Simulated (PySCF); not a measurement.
C₅H₈S (charge +1 and doublet state).
Z-matrix (Å and degrees, GFN2-xTB geometry), rows numbered from 1:
```
C 
C   1  1.3364
C   2  1.4965  1  133.36
C   3  1.5323  2   88.26  1   168.08
S   4  1.8084  3  117.52  2   133.23
C   2  1.4958  1  133.45  3   175.56
H   1  1.0775  2  121.35  3     3.65
H   1  1.0775  2  121.41  3  -179.75
H   3  1.0917  2  115.09  1    49.30
H   3  1.0911  2  114.62  1   -75.61
H   4  1.0942  3  112.12  2  -103.98
H   5  1.3436  4   96.38  3  -168.19
H   6  1.0903  2  116.05  1   -48.44
H   6  1.0901  2  113.46  1    77.53
```

The hyperfine couplings belong to this conformer and change with its torsions.

Identity: `C=C1CC([SH+])C1` [radical] (charge +1).

The calculation used UKS B3LYP, pcH-1 on C H S, non-relativistic, mean-field spin-orbit, GIAO (PySCF 2.14.0). Geometry: GFN2-xTB, one conformer, isolated ion. The geometry wasn't refined by DFT: couplings that depend on bond lengths, twists or pyramidal angles can differ widely from those at the functional's own minimum, by a factor of two or more for some ions and for spin on atoms past the first row.

Question: Count the α and β electrons and give S(S+1).

Answer: 53 electrons with 2S = 1: 27 α and 26 β; S(S+1) = 0.75.

Mulliken spin populations, one withheld:

```json
{"atom": "C1", "bound to": "C2, H7, H8", "population": "+0.2677"}
{"atom": "C2", "bound to": "C1, C3, C6", "population": "+0.1239"}
{"atom": "C3", "bound to": "C2, C4, H9, H10", "population": "-0.0028"}
{"atom": "C4", "bound to": "C3, S5, C6, H11", "population": "-0.0081"}
{"atom": "S5", "bound to": "C4, H12", "population": "?"}
{"atom": "C6", "bound to": "C4, C2, H13, H14", "population": "+0.0280"}
{"atom": "H7", "bound to": "C1", "population": "-0.0109"}
{"atom": "H8", "bound to": "C1", "population": "-0.0114"}
{"atom": "H9", "bound to": "C3", "population": "+0.0176"}
{"atom": "H10", "bound to": "C3", "population": "+0.0187"}
{"atom": "H11", "bound to": "C4", "population": "+0.0511"}
{"atom": "H12", "bound to": "S5", "population": "-0.0143"}
{"atom": "H13", "bound to": "C6", "population": "+0.0024"}
{"atom": "H14", "bound to": "C6", "population": "+0.0246"}
```

Question: What does S5 hold?

Answer: 1 − (0.4865) gives +0.514, since all populations sum to 2S.

Question: Sum the populations by element and by sign.

Answer: Sulfur +0.51, carbon +0.41, hydrogen +0.08. The positive populations sum to 1.05, the negative ones to -0.05.

Question: With ⟨S²⟩ = 0.7535, find the sum of squared α–β overlaps and estimate the admixture of higher spin.

Answer: Σ|⟨iα|jβ⟩|² over occupied orbitals = Nβ − [⟨S²⟩ − S(S+1)] = 26 − 0.0035 = 25.9965. If the quartet state (S + 1) were the only admixture, its weight would be 0.0035/(2S + 2) = 0.12 %.

Question: What Fermi-contact NMR shifts do the couplings of C1, C2, C3, C4, C6, H7, H8 imply at 200 K (Curie law, g = gₑ)?

Answer: δ = a_FC·h·gₑ μB S(S+1)/(3 g_N μN kT), with k/h = 20836.6 MHz/K:

```
nuclei  isotope  a_FC (MHz)     g_N  contact shift (ppm)
    C1      13C       16.74  1.4048                +2629
    C2      13C        2.21  1.4048                 +348
    C3      13C       -6.40  1.4048                -1005
    C4      13C      -10.46  1.4048                -1642
    C6      13C       12.44  1.4048                +1953
    H7       1H      -15.28  5.5857                 -603
    H8       1H      -16.89  5.5857                 -667
```

All at the stated temperature.

H7 and H8 aren't averaged: C1 is flat or nearly so (angle sum 360°), and its turn about the short C1–C2 bond (1.34 Å) is taken as slow. C3 and C6, with what hangs on them, aren't averaged: C2 is flat or nearly so (angle sum 360°), and its turn about the short C2–C1 bond (1.34 Å) is taken as slow.

S5, the radical centre as drawn in `C=C1CC([SH+])C1`, holds a spin population of +0.51 out of 1.
